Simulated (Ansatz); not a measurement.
`NC1(F)C=C1` + H₂O → `OC1(F)C=C1` + NH₃ at 500 K and 1 bar (formal hydrolysis of a C–N bond).

Isolated molecules relaxed with PBE0-D4/def2-TZVP in Ansatz; ΔE leaves out vibrations. CCSD(T)/CBS adds triple-zeta CCSD(T) − MP2 to the extrapolated MP2 energy (def2 sets, frozen cores). This one scheme is used for every species. One conformer a species, not always the lowest.

| species | CCSD(T)/CBS energy (Eh) | H − E (kJ/mol) | S (J/(mol·K)) |
| --- | --- | --- | --- |
| `NC1(F)C=C1` | -270.96116 | 209.4 | 345.2 |
| H₂O | -76.37941 | 73.2 | 206.3 |
| `OC1(F)C=C1` | -290.82723 | 174.3 | 340.2 |
| NH₃ | -56.50880 | 108.2 | 211.8 |

H − E and S are ideal-gas, rigid-rotor, harmonic terms from PBE0-D4/def2-TZVP, for one conformer and one mirror image of each species. 1 Eh = 2625.50 kJ/mol, R = 8.31446 J/(mol·K).

By hand: ΔE, ΔH, ΔS and ΔG.

ΔE = (-290.82723) + (-56.50880) − (-270.96116) − (-76.37941) = 0.00454 Eh = 11.9 kJ/mol. Δ(H − E) = 174.3 + 108.2 − 209.4 − 73.2 = -0.1, so ΔH = 11.8 kJ/mol. ΔS = 340.2 + 211.8 − 345.2 − 206.3 = 0.5 J/(mol·K). ΔG = 11.8 − 500 × (0.5)/1000 = 11.6 kJ/mol.

By hand: the equilibrium constant, and the temperature at which ΔG would vanish if ΔH and ΔS stayed fixed.

log₁₀ K = −ΔG/(RT ln 10) = -1.2. ΔG = 0 at ΔH/ΔS = 23600 K, far beyond where these terms or the molecules hold.

The number of gas molecules stays the same, so ΔS is small and ΔH decides. A doubt of 5 kJ/mol in ΔE shifts log₁₀ K by 0.5 here. Other conformers and mirror images would add mixing entropy, several J/(mol·K) or more a flexible species. These are equilibria of isolated gas molecules and say nothing of rates. Largest T1 diagnostic: 0.011 (customary marks: 0.02 for closed shells, 0.045 for open ones).
